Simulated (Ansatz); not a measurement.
# PH2+ (singlet): trial inputs and their diagnosis at distance P1–H3 = 3.937 Å

3 inputs are run for PH2+ (singlet) as typed; the log has to tell whether the result can be used and what must change.

Method: the settings change from run to run; program: Ansatz 0.2.0, Gaussian basis.

9 further runs of the same task are left out: 9 that didn't finish. Runs told in other sessions of the task aren't counted.

### 1 The geometry

The geometry derives from a PBE0/def2-TZVP stationary point (not a proven minimum). One bond is set to the value named and the two fragments are kept rigid.

3 atoms, charge 1, spin multiplicity 1.

Atoms are counted from 1 here; the program's logs count them from 0.

Bond lengths: P1–H2 1.429 Å.

Coordinates:

```xyz
3
charge 1, multiplicity 1
P     0.0000   -0.1142   -0.0550
H     0.0000    0.8812   -1.0805
H     0.0000    2.6278    2.7701
```

### 2 Try 1

in.yaml

```yaml
crystal:
  periodic: [false, false, false]
  atoms:
    - {symbol: P, position_ang: [0.000000, -0.114190, -0.054982]}
    - {symbol: H, position_ang: [0.000000, 0.881205, -1.080538]}
    - {symbol: H, position_ang: [0.000000, 2.627831, 2.770135]}
basis:
  gaussian: {orbitals: cc-pVDZ}
total_charge: 1
magnetization: {spin_polarized: false}
hamiltonian: {xc: {name: PBE0}}
correlation: {method: ccsd_t, electrons: outside_noble_gas, diis_vectors: 2}
symmetry: c1
```

Launch:

```console
$ ansatz run in.yaml --threads 1 --pin off --events-out ev --progress --plain --max-ram 2393MiB
```

What it wrote:

```text
Error: YAML parse error: error: line 13 column 1: unknown field `symmetry`, expected one of crystal, accuracy, basis, kpoints, hamiltonian, magnetization, projection, total_charge, correlation, batch, efield, external_charges, scf, relax, neb, saddle, md, ramp, phonons, dielectric, real_time, elastic, magnetic_configurations, gw, evaluate, workflow, output, checkpoint, execution
  --> <input>:13:1
   |
11 | hamiltonian: {xc: {name: PBE0}}
12 | correlation: {method: ccsd_t, electrons: outside_noble_gas, diis_…
13 | symmetry: c1
   | ^ unknown field `symmetry`, expected one of crystal, accuracy, basis, kpoints, hamiltonian, magnetization, projection, total_charge, correlation, batch, efield, external_charges, scf, relax, neb, saddle, md, ramp, phonons, dielectric, real_time, elastic, magnetic_configurations, gw, evaluate, workflow, output, checkpoint, execution
```

Wall time 0.03 s (1 thread of Arm Neoverse V2, shared host).

Diagnosis: The run was refused. The input holds a key that the program doesn't read here. To mend it, remove it or spell it as the reference does.

### 3 Try 2

in.yaml

```yaml
crystal:
  periodic: [false, false, false]
  atoms:
    - {symbol: P, position_ang: [0.000000, -0.114190, -0.054982]}
    - {symbol: H, position_ang: [0.000000, 0.881205, -1.080538]}
    - {symbol: H, position_ang: [0.000000, 2.627831, 2.770135]}
basis:
  gaussian: {orbitals: aug-cc-pVTZ}
total_charge: 1
magnetization: {spin_polarized: false}
correlation: {method: ccsdtq, electrons: all}
scf: {lower_state_search: off}
```

Launched as before.

What it wrote:

```text
Functional definition: HF
  name "HF"
  cite "Fock, Z. Phys. 61, 126 (1930) doi:10.1007/BF01340294"
  parent pbe
  exchange = exact_x
  correlation = 0
these checks for a lower state are left out or cut short: stability, starts, cluster_reference, orbital_swaps, neighbouring_geometries, increment
1059 factors; integrals over basis functions are off by at most 1.6e-7 eV
mean field evaluation 1: about -9285.1508 eV, gradient 1.4e1 eV
mean field evaluation 2: about -9285.1519 eV, gradient 1.4e1 eV
mean field evaluation 4: about -9287.1745 eV, gradient 3.3e0 eV
mean field evaluation 8: about -9287.3528 eV, gradient 1.2e-1 eV
mean field -9287.35261294 eV, -341.3039133318 hartree, gradient 3.2e-6 eV, S^2 0.000000; 0 other end points of the search recorded, 0 dependent functions left out
reference -9287.35261294 eV, -341.3039133318 hartree; 8, 8 occupied and 88, 88 virtual orbitals, 1059 factors
Error: with its amplitudes the run needs 330.06 GiB of memory by its plan, which may be too low or too high, and 2.33 GiB are given
refused for memory
```

Run time: 0.63 s. Hardware: 1 thread of Arm Neoverse V2, shared host.

What is wrong: The run was refused for memory. The method is too large for the memory allowed. To mend it, freeze cores, shrink the basis or take a lower level.

### 4 Try 3

in.yaml

```yaml
crystal:
  periodic: [false, false, false]
  atoms:
    - {symbol: P, position_ang: [0.000000, -0.060429, -0.029096]}
    - {symbol: H, position_ang: [0.000000, 0.466334, -0.571821]}
    - {symbol: H, position_ang: [0.000000, 1.390648, 1.465955]}
basis:
  gaussian: {orbitals: cc-pVDZ}
total_charge: 1
correlation: {method: fic_nevpt4_sd, electrons: outside_noble_gas, active_space: {window: {electrons: 4, orbitals: 6}, states: [{multiplicity: 1, weights: [0.5, 0.5, 1]}]}}
```

Same command.

What it wrote, shortened:

```text
Functional definition: HF
  name "HF"
  cite "Fock, Z. Phys. 61, 126 (1930) doi:10.1007/BF01340294"
  parent pbe
[...]
490 factors; integrals over basis functions are off by at most 2.2e-7 eV
[...]
mean field -9273.54677234 eV, -340.7965580476 hartree, gradient 1.4e-6 eV, S^2 0.000000; 0 other end points of the search recorded, 0 dependent functions left out; unrestricted orbitals would lower it
reference -9273.54677234 eV, -340.7965580476 hartree; 8, 8 occupied and 20, 20 virtual orbitals, 490 factors
state -9275.10699800 eV, -340.8538952831 hartree
state -9273.75041131 eV, -340.8040416418 hartree
state -9270.88750647 eV, -340.6988318294 hartree
state -9275.10699800 eV, -340.8538952831 hartree; corrected -9277.45815633 eV, -340.9402987580 hartree
state -9273.75041131 eV, -340.8040416418 hartree; corrected -9276.04569514 eV, -340.8883917669 hartree
state -9270.88750647 eV, -340.6988318294 hartree; corrected -9273.35754246 eV, -340.7896039779 hartree
Total energy: -9275.05473410 eV, -340.8519746202 hartree
```

It took 1.2 s on 1 thread of Arm Neoverse V2, shared host.

**Diagnosis.** The run converged, which proves nothing about the input. The coordinates are scaled by the bohr-ångström factor. The shortest distance is 0.76 Å, against 1.43 Å in the geometry of step 1. Its energy belongs to another geometry. Cure: restore the coordinates in ångström.

### 5 How the runs ended

| try | level | ended | cause | time |
| --- | --- | --- | --- | --- |
| 1 | CCSD(T)/cc-pVDZ | refused | the input holds a key that the program doesn't read here | 0.03 s |
| 2 | CCSDTQ on RHF/aug-cc-pVTZ | out of memory | the method is too large for the memory allowed | 0.63 s |
| 3 | NEVPT4(SD)(4,6)/cc-pVDZ | converged | the coordinates are scaled by the bohr-ångström factor | 1.2 s |

1 refused, 1 out of memory, 1 converged. The input that converges on a wrong geometry or spin is the dangerous one: no error points at it, so geometry and ⟨S²⟩ have to be checked.
